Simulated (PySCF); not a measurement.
Molecule: `C1=NC1`, C₂H₃N.

Bonds (- single, = double, # triple, : aromatic): C1=N2, N2-C3, C3-C1. C1 carries H4; C3 carries H5, H6.

Frames of a GFN2-xTB Langevin trajectory at 200 K; GIAO PBE0/pcSseg-1 shieldings in PySCF 2.14.0 with density-fitted response routines, gas phase, non-relativistic; equivalent atoms averaged within each frame.

Scale: TMS for 13C (σref 186.93) and 1H (σref 31.72); NH3 for 15N (σref 267.73) (reference shieldings calculated alike). The references are static minima.

Problem. How do the shifts (ppm) fluctuate along the trajectory?

Solution. 
```tsv
time (fs)	C1	C3	N2	H4	H5/H6
optimised geometry	172.9	14.8	342.1	10.39	1.10
250	179.6	16.2	359.4	10.72	1.50
425	169.0	17.9	334.4	10.32	1.96
625	168.2	17.3	341.2	10.08	1.85
800	178.2	14.9	344.7	10.66	1.22
1000	167.3	20.1	349.4	9.62	2.08
mean of frames	172.5	17.3	345.8	10.28	1.72
standard deviation	5.9	2.0	9.4	0.45	0.36
```

5 frames give an uncertainty of the mean of about the standard deviation over 2.2 at best, since frames this close in time may not be independent; classical motion lacks zero-point vibration, and the reference would need the same averaging.
